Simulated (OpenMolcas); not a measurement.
# A ladder of methods for B2 (SMILES B#B)

B2: 2 atoms, total charge 0, spin state triplet. As SMILES, `B#B`. Geometry: relaxed at GFN2-xTB.

```xyz
2

B     0.0000    0.0000    0.0000
B     0.0000    0.0000    1.4051
```

Quantity: the energy change with the B1–B2 bond stretched from 1.405 to 2.810 Å, in eV. The values are calculated.

```tsv
level	kind	program	value (eV)	CPU time (all runs)
UM06-2X/pcseg-0	hybrid meta-GGA	OpenMolcas	0.86	9.5 s
UPBE0/pcseg-0	global hybrid	OpenMolcas	0.97	7.9 s
CASPT2(4,4)/pcseg-0	multireference	OpenMolcas	?	2.9 s
CASPT2(6,8)/pcseg-0	multireference	OpenMolcas	1.05	3.9 s
SC-NEVPT2(4,4)/pcseg-0	multireference	OpenMolcas	?	2.9 s
SC-NEVPT2(6,8)/pcseg-0	multireference	OpenMolcas	1.05	5 s
ROCCSD(T)/pcseg-0	coupled cluster or CI	OpenMolcas	1.12	4.3 s
FCI/3-21G	exact in the basis	OpenMolcas	1.10	17 s
FCI/pcseg-0	exact in the basis	OpenMolcas	1.07	15 s
```

Task: Estimate what the levels marked ? give.

Result: As computed at these levels: CASPT2(4,4)/pcseg-0: 1.65 eV; SC-NEVPT2(4,4)/pcseg-0: 1.57 eV. The first shape isn't each level's own minimum. The values span 0.86 to 1.65 eV. All rows use very small basis sets, so even the best lies far from the true value. CPU times are rough (shared hosts, several kinds of processor): they show what a rung costs within a factor of a few.
